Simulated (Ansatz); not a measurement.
```yaml
atoms:
  - { symbol: F, position_ang: [0.7100, 0.0000, 4.3000] }
  - { symbol: F, position_ang: [-0.7100, 0.0000, 4.3000] }
  - { symbol: H, position_ang: [0.3700, 0.0000, 0.0000] }
  - { symbol: H, position_ang: [-0.3700, 0.0000, 0.0000] }
```

RHF on singlet H2F2 in separate pieces was run in several spherical basis sets with Ansatz (development build ahead of 0.2.0). Caution for RHF: no unrestricted run beside it, a lower state can exist.

Problem. Rank the basis sets by the total energy that they give, lowest first, with the distance from the lowest.
A. 6-31G
B. def2-SVP
C. cc-pVDZ

Solution. C (0.00 eV), A (1.11 eV), B (4.87 eV).

Totals follow the description of the cores as much as that of the bonds, so this order isn't one of quality for chemistry.
